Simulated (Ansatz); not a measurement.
Elements on the sites of an ideal fluorite lattice, at a guessed lattice constant:

```
O Ti Sn
1.0
    -4.77399    0.00000    0.00000
    -2.38700    4.77399    2.38700
    -2.38700    2.38700   -4.77399
O Ti Sn
10 3 2
Direct
  0.65000 0.30000 0.90000
  0.25000 0.50000 0.50000
  0.85000 0.70000 0.10000
  0.45000 0.90000 0.70000
  0.05000 0.10000 0.30000
  0.95000 0.90000 0.70000
  0.55000 0.10000 0.30000
  0.15000 0.30000 0.90000
  0.75000 0.50000 0.50000
  0.35000 0.70000 0.10000
  0.20000 0.40000 0.20000
  0.80000 0.60000 0.80000
  0.40000 0.80000 0.40000
  0.00000 0.00000 0.00000
  0.60000 0.20000 0.60000
```

Cell and atoms were relaxed without symmetry on coarser meshes and computed once more. Computed with DFT PBEsol, scalar-relativistic, plane waves, PAW (Ansatz 0.2.0).

Plane waves to 420 eV, a k mesh through Γ of 6×4×4 on the computed 15-atom cell and Gaussian smearing (0.02 eV); no spin polarisation.

The relaxation ran on 2×2×2 (shifted) k points with a smearing of 0.1 eV, from sites shaken by 0.02 Å.

Problem. What does the relaxation give?

Solution. A volume of 11.07 Å³/atom and a gap on the mesh of 2.53 eV. It lies 2.48 eV/atom below the elements' standard states (static lattices, no corrections for gases). The atoms leave their sites by 0.67 Å (root mean square) and 0.91 Å at most, and the cell stretches by up to 15.6 % at fixed volume, so the lattice hasn't survived.

```
O Ti Sn
1.0
    -4.90326    0.50516   -0.03003
    -2.94177    5.90769    2.93869
    -2.73423    2.54975   -4.86165
O Ti Sn
10 3 2
Direct
  0.71249 0.22451 0.87380
  0.05638 0.58896 0.49084
  0.77968 0.75863 0.15193
  0.47124 0.95967 0.80064
  0.05503 0.98634 0.32285
  0.14547 0.79972 0.70576
  0.45030 0.20469 0.33054
  0.14328 0.40825 0.89027
  0.74858 0.43178 0.39018
  0.42892 0.62702 0.05300
  0.22008 0.42571 0.17171
  0.82665 0.67339 0.81928
  0.38911 0.70638 0.37595
  0.97588 0.97977 0.02842
  0.60030 0.19908 0.60071
```

Cost: 2 runs of about 4.8 core-minutes in all (earlier runs that led there not counted), on Arm Neoverse V2 (shared hosts).